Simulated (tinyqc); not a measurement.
Stretching all distances: RHF, UHF, MP2, CISD and CCSD against full CI in the sto-3g basis, for LiH, spin multiplicity 1. Computed by the program tinyqc with PySCF. 

Geometry (angstrom):
```
atom       x       y       z
Li    0.0000  0.0000  0.0000
H     0.0000  0.0000  1.4290
```

All coordinates are multiplied by the scale. c0^2 is the weight of the RHF determinant in the lowest singlet FCI state (UHF is spin-contaminated and may lie near states of higher spin) and n(LUMO) the first natural occupation beyond the occupied space.

Full CI energy (hartree) and errors against it (kcal/mol):
```
scale   distance 1-2 (angstrom)     E(FCI)      RHF      UHF      MP2    CISD    CCSD  <S^2> UHF    c0^2  n(LUMO)
0.9600                   1.3718  -7.876452  11.0902  11.0902   3.8373  0.0066  0.0050     0.0000  0.9801   0.0317
1.1500                   1.6434  -7.881368  13.3069  13.3069   4.9832  0.0088  0.0070     0.0000  0.9725   0.0457
1.3400                   1.9149  -7.867222  17.2908  17.2908   7.0798  0.0124  0.0099     0.0000  0.9562   0.0741
1.5300                   2.1864  -7.846743  23.2899  20.6052  10.3396  0.0182  0.0150     0.4193  0.9258   0.1251
1.7200                   2.4579  -7.826568  31.6416  16.6312  14.9672  0.0277  0.0236     0.7336  0.8741   0.2091
1.9100                   2.7294  -7.810202  42.4844  11.1437  20.8843  0.0412  0.0365     0.8653  0.8003   0.3296
2.1000                   3.0009  -7.798813  55.2735   6.7495  27.2991  0.0564  0.0510     0.9289  0.7194   0.4696
2.2900                   3.2724  -7.791730  68.7559   3.9029  32.7758  0.0697  0.0631     0.9618  0.6517   0.6003
2.4800                   3.5439  -7.787593  81.6435   2.2316  35.9955  0.0794  0.0712     0.9795  0.6036   0.7062
```

UHF parts from RHF first at scale 1.53 of those listed, where <S^2> leaves zero. The weight c0^2 goes from 0.98 to 0.60 and n(LUMO) from 0.03 to 0.71: static correlation grows as the bonds break into open-shell fragments. The spread of the error along the curve, which distorts its shape, is CCSD 0.1, CISD 0.1, UHF 18.4, MP2 32.2, RHF 70.6 kcal/mol.
